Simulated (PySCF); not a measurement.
Calculated NMR data

Theoretical values (PySCF): structure optimised with GFN2-xTB, couplings computed with B3LYP/pcJ-1, shieldings: GIAO PBE0/pcSseg-1. One computed conformer, non-relativistic, no solvent model, one averaged value for each set of equivalent atoms.

Shifts are taken against calculated references (same method and geometry level): TMS for 1H (31.72 ppm), 13C (186.93 ppm). Multiplet labels drop J under 1 Hz and among equivalent protons, and merge close values. Unscaled 3J(H,H) run several per cent high. Where no couplings were computed, multiplicities follow the n + 1 count of equivalent neighbours, and m marks all less simple cases (inequivalent or close neighbours, rings, F or P nearby). Shifts are as computed. Against solution values, carbons near 30 ppm lie about +3 ppm off and those near 130 ppm about +5 ppm. Of 1211 compounds with measured shifts, 218 miss one by over three times the rms of a fit or turn the order of signals round; such compounds aren't used in these exercises.

Compound 1 (C4H4). 1H NMR (400 MHz, computed): δ 8.23 (dd, J = 3.0, 1.7 Hz, 2H), 4.05 (dd, J = 3.0, 1.7 Hz, 2H). 13C{1H} NMR (computed): δ 144.0 (CH), 122.5 (C), 65.3 (CH2). Structure: `InChI=1S/C4H4/c1-4-2-3-4/h2-3H,1H2`.

Compound 2 (C5H12Si). 1H NMR (400 MHz, computed): δ 4.69 (m, 1H), 4.69 (m, 1H), 2.18 (m, 1H), 1.61 (m, 2H), 1.42 (m, 2H), 1.05 (m, 2H), 0.95 (t, 3H). 13C{1H} NMR (computed): δ 39.9, 37.8, 17.3, 14.1. Structure: SMILES CCC1C[SiH2]C1.
